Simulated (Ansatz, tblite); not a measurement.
**1T (CdI2-type) HfS₂: properties by level of theory**

Reference values: lattice constant a 3.635 Å (measured, temperature not stated, no zero-point or thermal correction; as tabulated in Björkman (2014), arXiv:1406.2436); lattice parameter c 5.83 Å (measured, temperature not stated, zero-point anharmonic expansion removed (computed with revB86b-DF2); no thermal correction; as tabulated in Björkman (2014), arXiv:1406.2436).

| level (code) | equilibrium lattice constant a (Å) | c axis length (Å) |
|---|---|---|
| GFN2-xTB (tblite) | 4.228 | 4.974 |
| PBEsol+SOC (Ansatz) | (withheld) | 5.943 |
| PBE-D4 (Ansatz) | 3.616 | (withheld) |
| rVV10 (Ansatz) | 3.668 | 5.851 |
| HSE06 (Ansatz) | (withheld) | 6.679 |
| PBE0-D4 (Ansatz) | 3.619 | 5.854 |

**Question.** Fill in the missing entries.

**Answer.** 
- PBEsol+SOC (Ansatz, a first-principles code), equilibrium lattice constant a (Å): 3.590
- PBE-D4 (Ansatz), c axis length (Å): 5.861
- HSE06 (Ansatz), equilibrium lattice constant a (Å): 3.649

Differences from the reference values (errors of the level alone only where the reference is corrected to a static lattice):

```json
[
 {"level": "GFN2-xTB", "lattice constant a (%)": "+16.3", "lattice parameter c (%)": "-14.7"},
 {"level": "PBEsol+SOC", "lattice constant a (%)": "-1.24", "lattice parameter c (%)": "+1.94"},
 {"level": "PBE-D4", "lattice constant a (%)": "-0.52", "lattice parameter c (%)": "+0.53"},
 {"level": "rVV10", "lattice constant a (%)": "+0.91", "lattice parameter c (%)": "+0.36"},
 {"level": "HSE06", "lattice constant a (%)": "+0.39", "lattice parameter c (%)": "+14.6"},
 {"level": "PBE0-D4", "lattice constant a (%)": "-0.44", "lattice parameter c (%)": "+0.41"}
]
```

Nearest: lattice constant a, not ranked (reference at room or unstated temperature); lattice parameter c, not ranked (reference at room or unstated temperature). Values with a doubt, or to which a potential was fitted, aren't ranked.

Caveats: the cell comes from a level without a dispersion term, which matters for the spacing of layers, chains or molecules (PBEsol+SOC, HSE06); the cell has another shape than the first-principles one, perhaps another minimum in the same group (GFN2-xTB); the method was fitted mainly to molecules (GFN2-xTB); the run uses a supercell at the zone centre in place of a k mesh (GFN2-xTB). Ansatz's density-functional and Hartree–Fock values are scalar-relativistic unless marked +SOC, with PAW data made under PBE.

Differences are worked out from the printed values.

The computed numbers hold no vibrational or temperature effects.
